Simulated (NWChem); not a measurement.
Program: NWChem. System: NO, charge 0, spin multiplicity 2, at a geometry optimised with UPBE0/def2-SVP. The structure started from a generated list of species. Its SCF solution wasn't tested for a lower state. Level: UHF/cc-pVTZ.

The NWChem input:

```
start mol
memory heap 200 mb stack 900 mb global 1100 mb
geometry units angstroms nocenter noautoz
  N      0.000000     0.000000     0.609265
  O      0.000000     0.000000    -0.533107
  symmetry group C2v
end
basis spherical
  * library cc-pvtz
end
scf
  uhf
  nopen 1
  maxiter 100
  thresh 1e-7
  semidirect memsize 60000000 filesize 0
  # guess.movecs holds the orbitals of an unrestricted PBE0 run
  vectors input guess.movecs output mol.movecs
end
task scf energy
```

Part of the output:

```
             Northwest Computational Chemistry Package (NWChem) 7.3.0
             --------------------------------------------------------

                                NWChem Input Module
                                -------------------

 Scaling coordinates for geometry "geometry" by  1.889725989
 (inverse scale =  0.529177249)

 Turning off AUTOSYM since
 SYMMETRY directive was detected!

                             Geometry "geometry" -> ""
                             -------------------------

 Output coordinates in angstroms (scale by  1.889725989 to convert to a.u.)

  No.       Tag          Charge          X              Y              Z
 ---- ---------------- ---------- -------------- -------------- --------------
    1 N                    7.0000     0.00000000     0.00000000     0.60926500
    2 O                    8.0000     0.00000000     0.00000000    -0.53310700

 Effective nuclear repulsion energy (a.u.)      25.9406970269

            Nuclear Dipole moment (a.u.)
            ----------------------------
        X                 Y               Z
 ---------------- ---------------- ----------------
     0.0000000000     0.0000000000    -0.0000018897

      Symmetry information
      --------------------

 Group name             C2v
 Group number             16
 Group order               4
 No. of unique centers     2

      Symmetry unique atoms

     1    2


 Summary of "ao basis" -> "" (spherical)
 ------------------------------------------------------------------------------
       Tag                 Description            Shells   Functions and Types
 ---------------- ------------------------------  ------  ---------------------
 *                          cc-pvtz                   on all atoms

 Summary of "ao basis" -> "ao basis" (spherical)
 ------------------------------------------------------------------------------
       Tag                 Description            Shells   Functions and Types
 ---------------- ------------------------------  ------  ---------------------
 N                          cc-pvtz                 10       30   4s3p2d1f
 O                          cc-pvtz                 10       30   4s3p2d1f

                                 NWChem SCF Module
                                 -----------------

  ao basis        = "ao basis"
  functions       =    60
  atoms           =     2
  alpha electrons =     8
  beta  electrons =     7
  charge          =   0.00
  wavefunction    = UHF
  use symmetry    = T
  symmetry adapt  = T

 Summary of "ao basis" -> "ao basis" (spherical)
 ------------------------------------------------------------------------------
       Tag                 Description            Shells   Functions and Types
 ---------------- ------------------------------  ------  ---------------------
 N                          cc-pvtz                 10       30   4s3p2d1f
 O                          cc-pvtz                 10       30   4s3p2d1f

      Symmetry analysis of basis
      --------------------------

        a1         26
        a2          6
        b1         14
        b2         14

 Forming initial guess at       0.0s

   Symmetry analysis of molecular orbitals - initial alpha
   -------------------------------------------------------

  Numbering of irreducible representations:

     1 a1          2 a2          3 b1          4 b2

  Orbital symmetries:

     1 a1          2 a1          3 a1          4 a1          5 b2
     6 b1          7 a1          8 b2          9 b1         10 a1
    11 b2         12 b1         13 a1         14 a1         15 a1
    16 b2         17 b1         18 a2

   Symmetry analysis of molecular orbitals - initial beta
   ------------------------------------------------------

  Numbering of irreducible representations:

     1 a1          2 a2          3 b1          4 b2

  Orbital symmetries:

     1 a1          2 a1          3 a1          4 a1          5 b1
     6 b2          7 a1          8 b1          9 b2         10 a1
    11 b1         12 b2         13 a1         14 a1         15 a1
    16 b1         17 b2         18 a2

 Starting SCF solution at       0.1s

 ----------------------------------------------
         Quadratically convergent UHF

 Convergence threshold     :          1.000E-07
 Maximum no. of iterations :          100
 Integral*density screening:          1.000E-09
 ----------------------------------------------

              iter       energy          gnorm     gmax       time
             ----- ------------------- --------- --------- --------
                 1     -129.2860443666  4.48D-01  9.41D-02      0.2
                 2     -129.2972128339  3.53D-02  1.29D-02      0.3
                 3     -129.2977395765  3.66D-03  1.24D-03      0.3
                 4     -129.2977419230  4.24D-06  1.54D-06      0.4
                 5     -129.2977419230  3.96D-09  8.23D-10      0.5

       Final UHF  results
       ------------------

         Total SCF energy =   -129.297741922986
      One electron energy =   -228.118793648058
      Two electron energy =     72.880354698199
 Nuclear repulsion energy =     25.940697026873

                       Sz =      0.5000
                 Sz(Sz+1) =      0.7500
                      S^2 =      0.7805

        Time for solution =      0.5s

       Symmetry analysis of molecular orbitals - alpha
       -----------------------------------------------

  Numbering of irreducible representations:

     1 a1          2 a2          3 b1          4 b2

  Orbital symmetries:

     1 a1          2 a1          3 a1          4 a1          5 b2
[...]
       ----------------------------------------------

  Numbering of irreducible representations:

     1 a1          2 a2          3 b1          4 b2

  Orbital symmetries:

     1 a1          2 a1          3 a1          4 a1          5 b1
     6 a1          7 b2          8 b1          9 b2         10 a1
    11 b1         12 a1         13 b2         14 a1         15 b1
    16 b2         17 a1         18 a2

          Final alpha eigenvalues
          -----------------------

              1
    1  -20.6987
    2  -15.7297
    3   -1.6203
    4   -0.9667
    5   -0.7918
    6   -0.6996
    7   -0.6512
    8   -0.4215
    9    0.0935
   10    0.3787
   11    0.5683
   12    0.5961
   13    0.6126
   14    0.7104
   15    0.7828
   16    0.8222
   17    0.8470
   18    1.1334

          Final beta eigenvalues
          ----------------------

              1
    1  -20.6879
    2  -15.6977
    3   -1.5830
    4   -0.8834
    5   -0.6593
    6   -0.6534
    7   -0.6139
    8    0.1180
    9    0.1647
   10    0.3861
   11    0.6180
   12    0.6327
   13    0.6457
   14    0.7239
   15    0.8152
   16    0.8398
   17    0.8791
   18    1.1770

                    UHF Final Alpha Molecular Orbital Analysis
                    ------------------------------------------

 Vector    6  Occ=1.000000D+00  E=-6.996172D-01  Symmetry=a1
              MO Center= -1.1D-14,  2.1D-15,  2.7D-01, r^2= 1.1D+00
   Bfn.  Coefficient  Atom+Function         Bfn.  Coefficient  Atom+Function
  ----- ------------  ---------------      ----- ------------  ---------------
     4      0.380129  1 N  s                 10      0.303994  1 N  pz
    40     -0.305133  2 O  pz                 7      0.258972  1 N  pz
    37     -0.245303  2 O  pz                 2      0.216504  1 N  s
    43     -0.195492  2 O  pz

 Vector    7  Occ=1.000000D+00  E=-6.511604D-01  Symmetry=b1
              MO Center=  1.9D-14, -1.8D-16, -6.8D-02, r^2= 8.5D-01
   Bfn.  Coefficient  Atom+Function         Bfn.  Coefficient  Atom+Function
  ----- ------------  ---------------      ----- ------------  ---------------
    38      0.338845  2 O  px                 8      0.282556  1 N  px
    35      0.260678  2 O  px                41      0.216719  2 O  px
     5      0.206206  1 N  px                11      0.159473  1 N  px

 Vector    8  Occ=1.000000D+00  E=-4.214856D-01  Symmetry=b2
              MO Center= -2.3D-16,  2.2D-15,  1.6D-01, r^2= 1.0D+00
   Bfn.  Coefficient  Atom+Function         Bfn.  Coefficient  Atom+Function
  ----- ------------  ---------------      ----- ------------  ---------------
     9      0.424741  1 N  py                12      0.360538  1 N  py
    39     -0.353192  2 O  py                42     -0.342320  2 O  py
     6      0.312133  1 N  py                36     -0.277672  2 O  py

 Vector    9  Occ=0.000000D+00  E= 9.345972D-02  Symmetry=b1
              MO Center= -1.3D-15, -1.4D-16,  2.0D-01, r^2= 1.4D+00
   Bfn.  Coefficient  Atom+Function         Bfn.  Coefficient  Atom+Function
  ----- ------------  ---------------      ----- ------------  ---------------
    11      0.598826  1 N  px                41     -0.518488  2 O  px
     8      0.338543  1 N  px                38     -0.299030  2 O  px
     5      0.256531  1 N  px                35     -0.241888  2 O  px

 Vector   10  Occ=0.000000D+00  E= 3.786915D-01  Symmetry=a1
              MO Center= -7.9D-15,  9.8D-16,  2.8D-01, r^2= 3.5D+00
   Bfn.  Coefficient  Atom+Function         Bfn.  Coefficient  Atom+Function
  ----- ------------  ---------------      ----- ------------  ---------------
    34     -3.789436  2 O  s                  4      3.633439  1 N  s
    13     -2.635074  1 N  pz                43     -1.865239  2 O  pz
    10     -0.441402  1 N  pz                21      0.338652  1 N  d  0
    40     -0.303026  2 O  pz                51     -0.219405  2 O  d  0
    32     -0.205664  2 O  s

 Vector   11  Occ=0.000000D+00  E= 5.683039D-01  Symmetry=b2
              MO Center= -6.1D-31, -9.5D-17,  6.5D-01, r^2= 2.3D+00
   Bfn.  Coefficient  Atom+Function         Bfn.  Coefficient  Atom+Function
  ----- ------------  ---------------      ----- ------------  ---------------
    12      1.269539  1 N  py                 9     -0.720062  1 N  py
     6     -0.206229  1 N  py                39     -0.163169  2 O  py

                     UHF Final Beta Molecular Orbital Analysis
                     -----------------------------------------

 Vector    5  Occ=1.000000D+00  E=-6.593478D-01  Symmetry=b1
              MO Center= -9.9D-16, -1.6D-16, -2.1D-01, r^2= 7.8D-01
   Bfn.  Coefficient  Atom+Function         Bfn.  Coefficient  Atom+Function
  ----- ------------  ---------------      ----- ------------  ---------------
    38      0.389055  2 O  px                35      0.298570  2 O  px
    41      0.251735  2 O  px                 8      0.215072  1 N  px
     5      0.159754  1 N  px

 Vector    6  Occ=1.000000D+00  E=-6.533667D-01  Symmetry=a1
              MO Center=  1.1D-15, -4.3D-16,  5.3D-01, r^2= 1.1D+00
   Bfn.  Coefficient  Atom+Function         Bfn.  Coefficient  Atom+Function
  ----- ------------  ---------------      ----- ------------  ---------------
     4      0.445442  1 N  s                 10      0.299109  1 N  pz
     2      0.269827  1 N  s                 40     -0.264305  2 O  pz
     7      0.257855  1 N  pz                37     -0.208910  2 O  pz
    43     -0.179522  2 O  pz

 Vector    7  Occ=1.000000D+00  E=-6.138861D-01  Symmetry=b2
              MO Center= -1.4D-16, -2.8D-15, -2.2D-01, r^2= 8.0D-01
   Bfn.  Coefficient  Atom+Function         Bfn.  Coefficient  Atom+Function
  ----- ------------  ---------------      ----- ------------  ---------------
    39      0.382768  2 O  py                36      0.296050  2 O  py
    42      0.266759  2 O  py                 9      0.204014  1 N  py
     6      0.155055  1 N  py

 Vector    8  Occ=0.000000D+00  E= 1.179876D-01  Symmetry=b1
              MO Center=  5.0D-15, -1.9D-16,  3.6D-01, r^2= 1.4D+00
   Bfn.  Coefficient  Atom+Function         Bfn.  Coefficient  Atom+Function
  ----- ------------  ---------------      ----- ------------  ---------------
    11      0.680885  1 N  px                41     -0.475864  2 O  px
     8      0.328913  1 N  px                 5      0.262645  1 N  px
    38     -0.262150  2 O  px                35     -0.211461  2 O  px

 Vector    9  Occ=0.000000D+00  E= 1.646929D-01  Symmetry=b2
              MO Center= -1.2D-16,  4.1D-15,  3.8D-01, r^2= 1.5D+00
   Bfn.  Coefficient  Atom+Function         Bfn.  Coefficient  Atom+Function
  ----- ------------  ---------------      ----- ------------  ---------------
    12      0.735663  1 N  py                42     -0.505832  2 O  py
     9      0.300591  1 N  py                 6      0.254067  1 N  py
    39     -0.250858  2 O  py                36     -0.205732  2 O  py

 Vector   10  Occ=0.000000D+00  E= 3.860979D-01  Symmetry=a1
              MO Center= -5.9D-15,  4.9D-16,  2.7D-01, r^2= 3.6D+00
   Bfn.  Coefficient  Atom+Function         Bfn.  Coefficient  Atom+Function
  ----- ------------  ---------------      ----- ------------  ---------------
    34     -3.879319  2 O  s                  4      3.742236  1 N  s
    13     -2.679642  1 N  pz                43     -1.891220  2 O  pz
    10     -0.440571  1 N  pz                21      0.363197  1 N  d  0
    40     -0.301301  2 O  pz                51     -0.233463  2 O  d  0
    32     -0.209948  2 O  s

 center of mass
 --------------
 x =   0.00000000 y =   0.00000000 z =   0.00028864

 moments of inertia (a.u.)
 ------------------
          34.795719446386           0.000000000000           0.000000000000
           0.000000000000          34.795719446386           0.000000000000
           0.000000000000           0.000000000000           0.000000000000

  Mulliken analysis of the total density
  --------------------------------------

    Atom       Charge   Shell Charges
 -----------   ------   -------------------------------------------------------
    1 N    7     6.92   1.95  1.02  0.24  0.65  0.87  1.49  0.58  0.02  0.08  0.01
    2 O    8     8.08   1.95  1.04  0.24  0.54  1.22  2.08  0.96  0.01  0.05  0.00

  Mulliken analysis of the alpha density
  --------------------------------------

    Atom       Charge   Shell Charges
 -----------   ------   -------------------------------------------------------
    1 N    7     3.90   0.98  0.53  0.12  0.31  0.58  0.96  0.37  0.01  0.04  0.00
    2 O    8     4.10   0.97  0.52  0.12  0.27  0.65  1.07  0.46  0.00  0.02  0.00

   Mulliken analysis of the beta density
   -------------------------------------

    Atom       Charge   Shell Charges
 -----------   ------   -------------------------------------------------------
    1 N    7     3.01   0.98  0.49  0.11  0.34  0.30  0.53  0.21  0.01  0.04  0.01
    2 O    8     3.99   0.98  0.51  0.12  0.27  0.57  1.00  0.50  0.00  0.02  0.00

   Mulliken analysis of the spin density
   -------------------------------------

    Atom       Charge   Shell Charges
 -----------   ------   -------------------------------------------------------
    1 N    7     0.89  -0.00  0.04  0.01 -0.03  0.28  0.43  0.15 -0.00 -0.00 -0.00
    2 O    8     0.11  -0.00  0.01  0.00 -0.01  0.08  0.07 -0.05  0.00  0.00  0.00

       Multipole analysis of the density wrt the origin
       ------------------------------------------------

     L   x y z        total         alpha         beta         nuclear
     -   - - -        -----         -----         ----         -------
     0   0 0 0     -0.000000     -8.000000     -7.000000     15.000000

     1   1 0 0     -0.000000     -0.000000     -0.000000      0.000000
     1   0 1 0      0.000000     -0.000000      0.000000      0.000000
     1   0 0 1      0.093522     -0.384059      0.477583     -0.000002

     2   2 0 0     -7.121611     -3.726465     -3.395146      0.000000
     2   1 1 0      0.000000     -0.000000      0.000000      0.000000
     2   1 0 1     -0.000000     -0.000000     -0.000000      0.000000
     2   0 2 0     -7.863683     -4.508159     -3.355524      0.000000
     2   0 1 1      0.000000      0.000000      0.000000      0.000000
     2   0 0 2     -8.343545    -13.835999    -11.905956     17.398409

 Task  times  cpu:        0.5s     wall:        0.5s

 Total times  cpu:        0.6s     wall:        0.6s
```
